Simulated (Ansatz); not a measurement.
`CCCC` and `CCC(C)C(C)C` differ in one atom or group.

Ansatz, PBE0-D4/def2-TZVP geometries, multiplicity 1. Each molecule was computed in one conformer, which needn't be the lowest.

```csv
property,`CCCC`
HOMO–LUMO gap (PBE0/def2-TZVPP) / eV,10.25
LUMO energy (B3LYP/def2-TZVPP) / eV,0.95
HOMO–LUMO gap (PBE/def2-TZVPP) / eV,8.07
HOMO energy (PBE0/def2-TZVPP) / eV,-8.96
HOMO energy (ωB97M-V/def2-TZVPP) / eV,-11.31
LUMO energy (PBE0/def2-TZVPP) / eV,1.29
```

(1) Give the same properties after the change, and the shifts. (An estimate is asked.)

## Answers

(1) The calculation gave: 
```tsv
property	`CCC(C)C(C)C`	shift
HOMO–LUMO gap (PBE0/def2-TZVPP) / eV	9.60	-0.65
LUMO energy (B3LYP/def2-TZVPP) / eV	0.82	-0.13
HOMO–LUMO gap (PBE/def2-TZVPP) / eV	7.48	-0.59
HOMO energy (PBE0/def2-TZVPP) / eV	-8.45	0.51
HOMO energy (ωB97M-V/def2-TZVPP) / eV	-10.74	0.57
LUMO energy (PBE0/def2-TZVPP) / eV	1.14	-0.15
```

With PBE0 the HOMO rises by 0.51 eV and the LUMO falls by 0.15 eV, so the gap narrows by about 0.66 eV. PBE moves the HOMO by 0.43 eV and ωB97M-V by 0.57 eV.

B3LYP here is the variant with VWN-RPA as its local correlation; programs differ in this.
